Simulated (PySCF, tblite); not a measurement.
# fluoride and 2 × water

A gas-phase complex of fluoride and 2 × water; charge -1, singlet. The structure comes from a short search (6 tight-binding starts) and was relaxed by PBE0-D3(BJ)/def2-TZVPD; another way of binding may lie lower. No frequency run checks that it is a minimum.

Parts: 1 = fluoride ([F-]), atoms 1, charge -1; 2 = water (O), atoms 2–4; 3 = water (O), atoms 5–7.

| atom | part | x (Å) | y (Å) | z (Å) |
| --- | --- | --- | --- | --- |
| F1 | 1 | -0.434 | -0.344 | -0.628 |
| O2 | 2 | -2.619 | -1.131 | 0.278 |
| H3 | 2 | -1.697 | -0.812 | -0.043 |
| H4 | 2 | -3.218 | -0.587 | -0.237 |
| O5 | 3 | -1.041 | -1.426 | -2.831 |
| H6 | 3 | -1.720 | -2.000 | -2.470 |
| H7 | 3 | -0.723 | -0.951 | -1.993 |

Contacts between parts, classed by geometry: H3···F1 1.469 Å (hydrogen bond, 175°); H7···F1 1.522 Å (hydrogen bond, 171°).

Deforming the relaxed parts to their shape here costs 3.9 kcal/mol, which the interaction energies leave out.

Interaction energies are complex less parts, with the parts frozen as they stand in it; counterpoise-corrected, in kcal/mol (PySCF).

Problem. How strongly do the parts interact, level by level?

Solution. 
```tsv
level	interaction	superposition error removed
wB97M-D3(BJ)/def2-TZVPD	-51.41	-0.14
PBE0-D3(BJ)/def2-TZVPD	-54.05	-0.15
RI-MP2/def2-TZVPD	-49.44	-1.67
```

Problem. What holds them together? Decompose the wB97M-D3(BJ)/def2-TZVPD energy: frozen parts, their antisymmetrised product, then relaxation.

Solution. electrostatic -76.9, Pauli repulsion +67.7, orbital relaxation -40.9, dispersion correction -1.5 kcal/mol, which sum to the value before the counterpoise correction; the Pauli term holds the exchange-correlation of the frozen density too. Of the attraction, 64 % is electrostatic, 34 % is orbital relaxation, 1 % is dispersion correction.

Problem. Are the pair energies additive?

Solution. The pairs sum to -56.02 kcal/mol (1–2 -28.6, 1–3 -27.8, 2–3 0.4); the rest of +4.61 is a many-body weakening.

The parts were also relaxed and run alone, at the levels used for the complex: shieldings by PBE0/aug-pcSseg-2; core levels by delta-SCF with SCAN, aug-pcX-2 on the ionised atom and aug-pcseg-1 elsewhere, spin-free X2C.

Values alone: O2–H3 bond (Å): 0.960; shielding of H3 (ppm): 30.88; shielding of F1 (ppm): 479.9; shielding of H7 (ppm): 30.88; shielding of O2 (ppm): 327.8; F1 1s core level (eV): 680.05; O2 1s core level (eV): 539.79; O5 1s core level (eV): 539.79.

Problem. How do these values change when the complex forms?

Solution. 
| property | alone | in the complex | change |
| --- | --- | --- | --- |
| O2–H3 bond (Å) | 0.960 | 1.027 | +0.067 |
| shielding of H3 (ppm) | 30.88 | 19.35 | -11.53 |
| shielding of F1 (ppm) | 479.9 | 351.3 | -128.5 |
| shielding of H7 (ppm) | 30.88 | 20.66 | -10.22 |
| shielding of O2 (ppm) | 327.8 | 311.3 | -16.6 |
| F1 1s core level (eV) | 680.05 | 683.27 | +3.22 |
| O2 1s core level (eV) | 539.79 | 533.10 | -6.68 |
| O5 1s core level (eV) | 539.79 | 533.08 | -6.71 |

Density functionals tend to overstate the lengthening and the red shift of so strongly bound an X–H bond.
